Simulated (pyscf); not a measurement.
`[O]=[V]([OH])([OH])[SH]` + `[OH2]` → `[O]=[V]([OH])([OH])[OH]` + `[SH2]`, a four-centre exchange (singlet surface; S–V, H–O broken, O–V, H–S formed). PySCF, gas phase, ωB97X-D3(BJ)/def2-SVP geometries. Energies in kJ/mol from the separated reactants.

Small-basis levels: PySCF, no dispersion term, spherical d functions. Cost: rough CPU time at the saddle relative to B3LYP/6-31G*+LANL2DZ, from one job on a shared machine.

| level | barrier | reaction energy | cost |
|---|---|---|---|
| HF/3-21G | 13.1 | -82.6 | 0.09 |
| BP86/6-31G*+LANL2DZ | 23.6 | -40.7 | 2 |
| PBE/6-31G*+LANL2DZ | 15.8 | -40.2 | 2 |
| B3LYP/3-21G | -52.8 | -87.3 | 0.7 |
| B3LYP/6-311+G**+LANL2DZ | 67.1 | -13.1 | 2 |
| PBE/def2-SVP | 7.7 | -29.7 | 2 |
| B3LYP/def2-SVP | 34.2 | -34.8 | 0.8 |
| ωB97M-D3(BJ)/def2-TZVP | 56.0 | -20.2 | – |

Against the last row the barrier runs from -108.8 (B3LYP/3-21G) to +11.1 kJ/mol (B3LYP/6-311+G**+LANL2DZ). At B3LYP/3-21G this geometry lies under one side, so the entry may be no barrier of that level: it is a single point on another level's saddle. ωB97M-D3(BJ)/def2-TZVP has limits of its own. On the reactant side the descent ends in an adduct with a O–V contact, 3.7 kJ/mol under the separated species and 57.6 kJ/mol under the saddle at ωB97X-D3(BJ)/def2-TZVP. What is counted as formed (O–V) is already present as a longer contact in the reactant adduct; forming that adduct is a step of its own. This is the saddle that the search found; another between the same sides may lie lower.
